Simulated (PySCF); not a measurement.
Species: C5H5F.
Structure used (PBE0-D3(BJ)/def2-SVP), in Å, numbered top down from 1:
```xyz
11
C5H5F angstrom
C      1.508   -1.541   -1.283
C      0.872   -0.601   -0.858
C      0.118    0.517   -0.366
C     -0.112    0.680    1.131
C     -1.237    0.290    0.253
F     -1.695   -0.976    0.329
H      2.069   -2.376   -1.659
H      0.224    1.437   -0.950
H     -0.083    1.688    1.553
H      0.300   -0.109    1.764
H     -2.035    1.005    0.026
```

Jobs on this species (11 atoms, 44 electrons) with PySCF (density fitting). Hardware of each: Arm Neoverse V1, one thread, no GPU, shared host. The host was shared with other jobs, so the times are rough.

```
level and settings                                     work  basis functions  SCF cycles  wall time
     PBE0/IGLO-III  shieldings, charges and field gradients              260           ?          ?
      PBE0/cc-pVDZ  shieldings, charges and field gradients              109          14      7.5 s
CAM-B3LYP/pcSseg-2                               shieldings              286          14       40 s
    B97-2/pcSseg-2                               shieldings              286          14       29 s
     WP04/pcSseg-2                               shieldings              286          15       30 s
    B97-D/pcSseg-2                               shieldings              286          15       47 s
  wB97X-D/pcSseg-2                               shieldings              286          14       38 s
      KT3/pcSseg-2                               shieldings              286          16       49 s
  LC-wPBE/pcSseg-2                               shieldings              286          14       54 s
```

Question: Fill in the missing figures.

Answer: 
- PBE0/IGLO-III; shieldings, charges and field gradients: 24 s, 14 SCF cycles

Question: What do all jobs in the table cost together?

Answer: About 5.3 min; the longest takes about 17 % of that, and about 7.2 times as long as the shortest.
